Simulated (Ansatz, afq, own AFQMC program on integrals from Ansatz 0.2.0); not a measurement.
# AFQMC, coupled cluster and functionals along a coordinate of Al$_{2}$H, quartet

```xyz
3

Al    0.0000    0.0000    0.2591
Al    0.0000    0.0000   -2.1014
H     0.0000    0.0000    1.8423
```

The Al1–Al2 distance is changed with both sides rigid. Energies in mEh count from this geometry (2.360 Å) at the same level; the start stands on UHF, each point on the determinant named.

Basis 6-31G. Noble-gas cores (and the filled d shells of Ga–Kr and In–Xe) are frozen. Integrals, coupled cluster, full CI and functionals: Ansatz 0.2.0; the random walks run on the same integrals in our own AFQMC program. The CISD trial takes its coefficients from CCSD amplitudes. Released means that phaseless walkers are propagated on without the constraint, phases kept. Uncertainties: one standard error, sampling alone.

Cautions, each for one point or more: cluster runs in doubt by the program's own checks; lower spins were not checked; the ph-AFQMC/CISD walk drifts between its halves; the search met a lower determinant of the same kind, perhaps of another symmetry, and this one is a saddle point.

```tsv
r(Al1–Al2) / Å	det.	T1	weight	⟨S²⟩	CCSD(T)	ph-AFQMC/CISD	released AFQMC	FCI	CCSDT(Q)	CCSD	B2PLYP
1.869	UHF	0.021	0.93	3.76	101.7	102.0 ± 0.07	102.1 ± 0.03	102.2	102.1	101.2	93.0
2.815	UHF	0.028	0.88	3.80	11.2	11.3 ± 0.1	–	10.5	10.7	12.0	15.6
5.191	UHF	0.016	0.92	3.75	60.9	61.5 ± 0.07	61.6 ± 0.03	61.3	61.3	59.6	66.6
8.015	UHF†	0.015	0.92	3.75	61.4	61.9 ± 0.1	62.2 ± 0.04	62.3	62.2	60.0	66.8
```

Weight is that of the determinant in the CISD state; at the start T1 is 0.030 and the weight 0.90, and ⟨S²⟩ is 3.76. A dagger marks points whose determinant fills other symmetries than the start's, so the wave-function levels may follow another state there, or a degenerate partner. A dash marks a missing value, a released energy that hasn't settled or a functional that sits on another state. Largest departures from full CI: CCSD(T) -0.9 mEh at 8.015 (on UHF), ph-AFQMC/CISD 0.7 mEh at 2.815 (on UHF), released AFQMC 0.4 mEh at 5.191 (on UHF), CCSDT(Q) 0.2 mEh at 2.815 (on UHF), CCSD -2.2 mEh at 8.015 (on UHF), B2PLYP -9.2 mEh at 1.869. Functionals count only at points shown to share the start's state and spin. In this small basis the wave-function levels are far from their limit, so their gap to the functionals isn't the functionals' error.

Some points may be missing: those where a free walk finds a much lower state, and past Zn most of those on another determinant than at the start.

CCSDT and higher add their correlation energy to the determinant of the CCSD(T) run, since their own runs factorise the integrals more tightly (a shift of under 2 meV). A walk keeps the symmetry of its determinant, which the program's search chose and which needn't be the lowest solution, so a lower state of the same spin and another symmetry isn't excluded. Released energies are given only where the last usable release times agree within the noise; a slower fall can still hide under it.
